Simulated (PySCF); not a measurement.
# The first ionisation energy along the noble gases

All values are computed (PySCF 2.14, energy differences of UHF-based or UKS calculations, no spin-orbit coupling). Values in eV. The last column holds reference values (NIST; (s) semi-empirical, (t) theoretical, else measured). Unmarked ones compare directly (S terms, centres of terms, or small fine structure); those marked * lie between the lowest fine-structure levels and include a spin-orbit shift.

| element | configurations | UHF | MP2 (valence) | SCS-MP2 (valence) | CCSD (valence) | CCSD(T) (valence) | reference |
| --- | --- | --- | --- | --- | --- | --- | --- |
| He (cc-pVTZ-DK, spin-free X2C) | 1s2 → 1s1 | 23.462 | 24.364 | 24.545 | 24.526 | 24.526 | 24.587 |
| Ne (cc-pVTZ-DK, spin-free X2C) | [Ne] → [He] 2s2 2p5 | 19.653 | 21.492 | 21.347 | 21.234 | 21.281 | 21.597 |
| Ar (cc-pVTZ-DK, spin-free X2C) | [Ar] → [Ne] 3s2 3p5 | 14.556 | 15.664 | 15.561 | 15.488 | 15.528 | 15.819 |
| Kr (cc-pVTZ-DK, spin-free X2C) | [Kr] → [Ar] 3d10 4s2 4p5 | 13.051 | 13.978 | 13.893 | 13.861 | 13.898 | 14.222 |

```
           method  elements  mean error (eV)  mean absolute error (eV)  largest error (eV)
              UHF         4           -1.375                     1.375              -1.944
    MP2 (valence)         4           -0.182                     0.182              -0.244
SCS-MP2 (valence)         4           -0.219                     0.219              -0.328
   CCSD (valence)         4           -0.279                     0.279              -0.363
CCSD(T) (valence)         4           -0.248                     0.248              -0.324
```

Errors include the incompleteness of the basis and the frozen core.

"Valence" correlates the outer s and p shells and, in groups 3 to 12 and the f block, the outer d or f shell, open or full, or the next shell where the ion has no valence electron left; the wider scheme adds the next inner shell.
